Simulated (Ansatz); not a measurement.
A nudged elastic band was laid between two geometries of AlFH3Si (6 atoms, charge 0, multiplicity 2).

These are results of UKS r2SCAN/def2-SVP in Ansatz, not measurements.

- movable images: 6
- climbing image: no
- spring: 5.0 eV/Å²
- optimiser: quadratic models (default)
- start path: through a guess of the saddle point
- force threshold: 0.05 eV/Å
- iteration limit: 60
- end points: relaxed

Image 0:

```xyz
6
Properties=species:S:1:pos:R:3
F -1.951 -1.378 0.162
Si -0.369 -1.047 -0.077
Al 0.481 1.153 0.068
H 0.310 -2.348 -0.359
H 2.042 1.277 -0.191
H -0.512 2.343 0.397
```

Image 7:

```xyz
6
Properties=species:S:1:pos:R:3
F -1.128 -1.487 -1.029
Si 0.056 -0.636 -0.281
Al -0.834 1.547 0.474
H 0.558 -1.477 0.855
H 1.184 -0.491 -1.260
H 0.164 2.545 1.241
```

Question: Which bonds break or form, and what moves?

Answer: Bonds broken: Al3–H5. Bonds formed: Si2–H5.

Question: What energy profile does the band end with?

Answer: It converged. The highest image is number 2 of 0 to 7, 0.69 eV above the first end and 0.73 eV above the last; the last end lies 0.04 eV below the first. The profile has 2 maxima (images 2, 6) with wells between them (image 4): this band takes more than one step, which may be the mechanism or a detour left from its start path. No image climbed, so the highest image needn't sit at the top of the path.

```
image  path coordinate (Å)  energy (eV)  Al3–H5 (Å)  Si2–H5 (Å)
    0                 0.00         0.00        1.59        3.35
    1                 1.00         0.19        1.59        2.84
    2                 1.99         0.69        1.68        2.10
    3                 2.99         0.21        2.49        1.54
    4                 3.98        -0.02        3.24        1.50
    5                 4.98        -0.01        3.35        1.50
    6                 5.97         0.01        3.37        1.50
    7                 6.97        -0.04        3.35        1.50
```

Question: What is the geometry of the highest image?

Answer: 
```xyz
6
Properties=species:S:1:pos:R:3
F -1.707 -1.553 -0.603
Si -0.376 -0.853 0.039
Al 0.415 1.231 0.650
H 0.665 -1.926 -0.033
H 1.178 0.404 -0.599
H -0.174 2.697 0.545
```

The band took 17 iterations and of the order of 6 core-minutes.

Run time: 3 min on 2 threads of AMD EPYC 9R14 (Zen 4), with other jobs on the host, peak memory 0.2 GiB.
